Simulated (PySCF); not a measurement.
C₄H₆O₂ (charge +1 and doublet state).
Geometry (PBE0-D3(BJ)/def2-SVP, Å), atoms numbered from 1 in this order:
```
atom  x, y, z in Å
O1     1.3081    1.6614    1.0000
C2     0.6618    0.8387    0.4708
C3     1.0067   -0.5099   -0.1143
C4    -0.3764   -1.0616   -0.5125
O5    -1.1262    0.1128   -0.7871
C6    -0.9457    0.9946    0.2080
H7     1.5866   -1.1149    0.6001
H8     1.6551   -0.3033   -0.9865
H9    -0.3633   -1.6793   -1.4175
H10   -0.8354   -1.6195    0.3221
H11   -1.3015    0.6666    1.2114
H12   -1.2676    2.0131   -0.0466
```

The calculation used PBE0-D3(BJ)/def2-SVP geometry optimisation, gas phase in PySCF 2.14.0.

Take the most abundant isotopes and a rigid rotor. The values belong to one conformer with, in the numbering `[O+:1]=[C:2]1[CH2:3][CH2:4][O:5][CH2:6]1`, O1–C2–C3–C4 175°, C2–C3–C4–O5 29°, C3–C4–O5–C6 -47°, C4–O5–C6–C2 42°.

**Question.** What are A, B and C (cm⁻¹)?

**Answer.** Ia = 71.56, Ib = 142.13, Ic = 198.77 u·Å²; 505379 MHz·u·Å²/I gives 7062, 3556 and 2542 MHz, that is A = 0.23556, B = 0.11861, C = 0.08481 cm⁻¹.

**Question.** Classify the top.

**Answer.** An asymmetric top. Ray's parameter κ = (2B − A − C)/(A − C) = -0.552; −1 is the prolate and +1 the oblate limit.

**Question.** What does the inertial defect say?

**Answer.** Not planar: Δ = Ic − Ia − Ib = -14.92 u·Å². For a rigid frame Δ = −2 Σ m c², so Σ m c² = 7.46 u·Å² lies off the ab plane: 5.17 from hydrogen and 2.29 from heavier atoms. The atom farthest from that plane is 1.29 Å away.

**Question.** Give the other two planar moments, Paa and Pbb, and the rms extents of the mass along the axes.

**Answer.** Paa = Σ m a² = (Ib + Ic − Ia)/2 = 134.67 and Pbb = Σ m b² = (Ia + Ic − Ib)/2 = 64.10 u·Å². With the mass M = 86.04 u, the rms extents √(P/M) along a, b and c are 1.25, 0.86, 0.29 Å.

**Question.** Where do the levels up to J = 2 lie, in K?

**Answer.** Above 0(0,0), as E/k:
J = 1: 1(0,1) 0.293, 1(1,1) 0.461, 1(1,0) 0.510
J = 2: 2(0,2) 0.869, 2(1,2) 0.998, 2(1,1) 1.144, 2(2,1) 1.648, 2(2,0) 1.657
The levels of one J sum to (2J + 1)J(J + 1)(A + B + C)/3.

**Question.** Which lines would a microwave search look for?

**Answer.** The dipole components (about the centre of mass, as the species is charged) are |μa| = 0.88 D, |μb| = 1.10 D, |μc| = 1.15 D. Intensities carry the squares of the components, which stand as 0.59 : 0.93 : 1.00 (a : b : c). Some lines, for components of 0.1 D or more:

| type | branch | J(Ka,Kc) | MHz | lower level (cm⁻¹) |
| --- | --- | --- | --- | --- |
| a | Q | 1(1,0) ← 1(1,1) | 1013 | 0.320 |
| c | Q | 2(1,2) ← 2(0,2) | 2683 | 0.604 |
| a | Q | 2(1,1) ← 2(1,2) | 3040 | 0.693 |
| c | Q | 1(1,1) ← 1(0,1) | 3506 | 0.203 |
| b | Q | 1(1,0) ← 1(0,1) | 4520 | 0.203 |
| b | Q | 2(1,1) ← 2(0,2) | 5723 | 0.604 |
| a | R | 1(0,1) ← 0(0,0) | 6098 | 0.000 |
| b | R | 1(1,1) ← 0(0,0) | 9605 | 0.000 |
| c | R | 1(1,0) ← 0(0,0) | 10618 | 0.000 |
| a | R | 2(1,2) ← 1(1,1) | 11183 | 0.320 |
| a | R | 2(0,2) ← 1(0,1) | 12007 | 0.203 |
| a | R | 2(1,1) ← 1(1,0) | 13210 | 0.354 |
| b | R | 2(1,2) ← 1(0,1) | 14689 | 0.203 |
| b | R | 2(2,1) ← 1(1,0) | 23729 | 0.354 |
| c | R | 2(2,0) ← 1(1,0) | 23918 | 0.354 |
| c | R | 2(2,1) ← 1(1,1) | 24742 | 0.320 |

For this open shell read J as N, the rotation without spin; fine and hyperfine splittings come on top. Not checked by PBE0-D3(BJ)/def2-SVP frequencies. ⟨S²⟩ = 0.757 (exact for a doublet: 0.75). No vibrational averaging or centrifugal distortion is included, and the geometry carries the error of its method.
